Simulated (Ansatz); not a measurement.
Worked example: correlation energy of H2B–B, triplet

Geometry: a point of a stretch scan, not a stationary point.

```xyz
4

B     0.0000    0.0000    0.5164
B     0.0000    0.0000   -0.7206
H     0.0000    1.0479    1.0948
H     0.0000   -1.0479    1.0948
```

Basis 6-31G; Ansatz 0.2.0. Correlated methods freeze the noble-gas cores, which leaves 8 electrons in 20 orbitals. R marks a restricted (for open shells ROHF) determinant, U an unrestricted one.

Full CI is exact within this basis and frozen core; it isn't the basis-set limit. The frozen core follows each run's orbitals, which can shift R against U totals by a few meV.

Runs differ by some tens of microhartree through their thresholds and, for an open shell, their frozen cores, so steps under 0.1 kcal/mol mean nothing.

```tsv
level	total energy (hartree)
UHF	-50.256614
UMP2	-50.331463
UCCSD	-50.354973
UCCSD(T)	-50.357439
UCCSDT	-50.358192
UCCSDT(Q)	-50.358270
full CI	-50.358262
```

Question: What is the correlation energy at full CI, and what share of it do UMP2 and UCCSD(T) recover?

Answer: E(corr) = -50.358262 − (-50.256614) = -0.101648 hartree = -2.766 eV. UMP2: -0.074849 / -0.101648 = 73.64 %. UCCSD(T): -0.100825 / -0.101648 = 99.19 %.

Question: By how many kcal/mol does UCCSD(T) miss full CI (1 hartree = 627.509 kcal/mol), and which steps make up the rest?

Answer: -50.357439 − (-50.358262) = 0.000823 hartree = 0.52 kcal/mol. Steps: UCCSDT − UCCSD(T) = -0.47, UCCSDT(Q) − UCCSDT = -0.05, full CI − UCCSDT(Q) = 0.01 kcal/mol. That is within 1 kcal/mol of the reference in this basis, which itself misses far more of the correlation at the basis-set limit.
